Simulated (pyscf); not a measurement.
Single points on ωB97X-D3(BJ)/def2-SVP structures (PySCF, gas phase).

Question: For H₂As–InH₂ + H₂O -> AsH₃ + HO–InH₂, a four-centre exchange (singlet surface; As–In, H–O broken, As–H, In–O formed), PBE/def2-TZVP gives ΔE‡ = 12.4 kcal/mol and ΔE = +6.8 kcal/mol (zero: the separated reactants). In which direction and how far do B3LYP-D3(BJ)/def2-TZVP, PBE0-D3(BJ)/def2-TZVP, ωB97M-D3(BJ)/def2-TZVP move these?

Answer: B3LYP-D3(BJ): ΔE‡ = 14.7 kcal/mol, ΔE = +6.9 kcal/mol; PBE0-D3(BJ): ΔE‡ = 14.0 kcal/mol, ΔE = +9.5 kcal/mol; ωB97M-D3(BJ): ΔE‡ = 16.6 kcal/mol, ΔE = +6.7 kcal/mol. PBE's barrier lies under all of them, by 1.6 to 4.3 kcal/mol. Its reaction energy matches one of them and lies within 2.8 kcal/mol of the others. On the reactant side the descent ends in an adduct with a In–O contact, 14.5 kcal/mol under the separated species and 28.5 kcal/mol under the saddle at ωB97X-D3(BJ)/def2-TZVP. On the product side the descent ends in an adduct with a As–In contact, 13.3 kcal/mol under the separated species and 15.7 kcal/mol under the saddle at ωB97X-D3(BJ)/def2-TZVP. What is counted as formed (In–O) is already present as a longer contact in the reactant adduct; forming that adduct is a step of its own. What is counted as broken (As–In) persists as a longer contact in the product adduct; parting that adduct is a step of its own. At ωB97X-D3(BJ) the barrier from the zero used here is 14.0 kcal/mol. This is the saddle that the search found; another between the same sides may lie lower. Elements up to Kr have no core potential and no relativistic terms here. Elements past Kr carry the def2 core potentials, without spin-orbit coupling.
